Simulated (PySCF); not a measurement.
# A diatomic session: NaS

One table from this session's results is given with a row withheld; the runs are named, their logs left out.

Computed with PySCF 2.14.0. Level: Na cc-pVDZ, S cc-pV(D+d)Z, no relativity.

Set-up of the first run:

Settings of the job:

```json
{
  "atoms": "Na, S",
  "charge": "0",
  "basis": "Na cc-pVDZ, S cc-pV(D+d)Z",
  "Hamiltonian": "no relativity",
  "basis functions": "41",
  "electrons treated": "27",
  "masses in u": "22.9898, 31.9721",
  "levels": "PBE0, PBE, r²SCAN, r²SCANh, B2PLYP, M06-L, HSE06, HF, MP2, SCS-MP2, CCSD, CCSD(T)",
  "grid": "80 radial by 434 angular points",
  "occupations": "held fixed by the projection of orbital angular momentum",
  "dissociation limit": "Na + S, each in its ground configuration",
  "starting distance in angstrom": "2.560",
  "values of 2S to try": "1, 3"
}
```

Command:

```sh
OMP_NUM_THREADS=1 python dia.py task.json out
```

Among the steps run: Set-up; PBE0 along the bond; Excited determinants; PBE (GGA); r²SCAN (meta-GGA); r²SCANh (hybrid meta-GGA); B2PLYP; M06-L (meta-GGA); HSE06 (range-separated hybrid); UHF (mean field); Correlated methods on the Hartree–Fock reference.

One table of the session follows, with a row left open; its other results are not shown here.

Energy (eV) from each level's lowest point:

```
R (Å)    UHF  UHF-MP2  UHF-SCS-MP2  UHF-CCSD  UHF-CCSD(T)
2.153  0.581    0.568        0.570       n/a          n/a
2.253  0.270    0.267        0.268     0.267        0.270
2.353  0.094    0.095        0.096     0.095        0.097
2.428      ?        ?            ?         ?            ?
2.503  0.000    0.000        0.000     0.000        0.000
2.578  0.006    0.004        0.003     0.003        0.002
2.678  0.052    0.046        0.045     0.044        0.041
2.803  0.153    0.142        0.141     0.139        0.134
2.954  0.315    0.299        0.297     0.294        0.286
3.154  0.568    0.549        0.546       n/a          n/a
```

Q: Estimate the row for R (Å) = 2.428 from the others.

Worked estimate for «UHF». A straight line through the neighbours (2.353, 0.094) and (2.503, 0.000) gives 0.094 + (0.000 − 0.094) × (2.428 − 2.353) / (2.503 − 2.353) = 0.047; a parabola fitted to 4 rows on both sides gives 0.024.

The run gave: UHF: 0.026; UHF-MP2: 0.028; UHF-SCS-MP2: 0.028; UHF-CCSD: 0.028; UHF-CCSD(T): 0.029. In «UHF» the line misses by +0.021 and the parabola by -0.002.
